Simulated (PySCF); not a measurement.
Below is a simulated gas-phase Si 2p photoelectron spectrum of `C[Si](C)(C)C`.

Every computed line was given a Gaussian of 0.6 eV full width at half maximum and an area set by the number of equivalent atoms (split 2:1 within a doublet); the highest printed point is 100. Computed with PySCF 2.14.0, delta-SCF UKS SCAN, pcX-2 on the ionised atom, pcseg-1 elsewhere, spin-free X2C.

(binding energy (eV), intensity): (104.9, 1), (105.0, 2), (105.1, 5), (105.2, 12), (105.3, 25), (105.4, 44), (105.5, 67), (105.6, 88), (105.7, 100), (105.8, 99), (105.9, 88), (106.0, 74), (106.1, 64), (106.2, 59), (106.3, 56), (106.4, 51), (106.5, 42), (106.6, 30), (106.7, 19), (106.8, 10), (106.9, 5), (107.0, 2), (107.1, 1), (107.2, 0)

Q: How many maxima does the curve show, and how many computed lines lie under it?

A: The curve has 1 maximum (at 105.7 eV). Under it lie 2 lines from 1 inequivalent silicon site, drawn as a 2p3/2, 2p1/2 pair. At this width some lines have no maximum of their own.

Q: Decompose the envelope and assign each component. Numbering: `[CH3:1][Si:2]([CH3:3])([CH3:4])[CH3:5]`.

A: 
```json
{"position (eV)": "105.72", "relative area": "0.67", "line": "Si 2p3/2", "atoms": "Si2", "environment": "four-coordinate silicon"}
{"position (eV)": "106.35", "relative area": "0.33", "line": "Si 2p1/2", "atoms": "Si2", "environment": "four-coordinate silicon"}
```

Q: What are the centre and the root-mean-square width of the whole band?

A: The area-weighted mean of the lines is 105.93 eV. Their own spread about it is 0.29 eV (rms) and each Gaussian has σ = 0.6/2.355 = 0.25 eV; the variances add, which gives 0.39 eV.

Shake-up satellites, vibrational structure and lifetime widths aren't simulated. 2p3/2 and 2p1/2 are the ΔSCF energy of one spin-free 2p hole plus the eigenvalues of a spin–orbit and ligand-field matrix of the shell. 2p1/2 minus 2p3/2 (ligand field included): Si 0.62 eV. Isolated species at its PBE0-D3(BJ)/def2-SVP geometry, gas phase.
